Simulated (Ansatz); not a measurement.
# HGaAl, quartet: the ladder up to full CI

Geometry: a point of a stretch scan, not a stationary point.

```tsv
atom	x (Å)	y (Å)	z (Å)
Al	0.0000	0.0000	2.0966
Ga	0.0000	0.0000	-0.2118
H	0.0000	0.0000	-1.8848
```

Basis 6-31G (Cartesian d functions); Ansatz 0.2.0. Correlated methods freeze the noble-gas cores and the filled d shells of p-block atoms, which leaves 7 electrons in 25 orbitals. R marks a restricted (for open shells ROHF) determinant, U an unrestricted one. Active spaces: pair = (5e, 5o) about the gap; valence = (7e, 9o) chosen from the atoms' valence shells. No spin–orbit coupling is included, and no scalar relativity.

Full CI is exact within this basis and frozen core; it isn't the basis-set limit. The frozen core follows each run's orbitals, which can shift R against U totals by a few meV for light atoms and by up to 0.1 eV past Ca.

- UHF ⟨S²⟩: 3.758
- T1 diagnostic (RCCSD): 0.0402
- largest doubles amplitude (RCCSD): 0.089

```csv
level,E − E(full CI) (meV),share of correlation (%),wall time
RHF,1998,0.00,–
RMP2,660,66.95,–
RCCSD,84,95.80,–
RCCSD(T),29,98.53,1.9 s
BCCD(T),30,98.52,2.2 s
RCCSDT,7,99.64,–
RCCSDT(Q),2,99.89,5.5 s
CASSCF (pair space),1525,23.66,–
NEVPT2 (pair space),578,71.09,1.6 s
MRCISD (pair space),130,93.51,–
MRCISD+Q (pair space),23,98.85,1.9 s
CASSCF (valence space),502,74.88,–
NEVPT2 (valence space),147,92.62,3.9 s
MRCISD (valence space),12,99.39,–
MRCISD+Q (valence space),3,99.86,5.5 s
```

The correlation energy at full CI, counted from RHF, is -1.998 eV. That run took 1.7 min on 1 thread of Arm Neoverse V2, shared host over 3,993,174 determinants.

Run but not shown, since their state or frozen core can't be matched to the reference's or they repeat it: UHF, UMP2, UCCSD, UCCSD(T), UCCSDT, UCCSDT(Q).

Times hold each run's SCF and search for its determinant on a shared host, so for small cases they say little of a method's own cost; they ran on 1 thread of Arm Neoverse V2.

The full-CI state has the irrep A2 of C2v, in the program's axes (one component, if the state is degenerate).

Natural occupations of full CI about the gap: 1.956 1.931 1.000 0.974 0.974 0.050 0.038 0.038 0.013 0.007; effectively unpaired electrons, Σ n²(2−n)², 3.04.
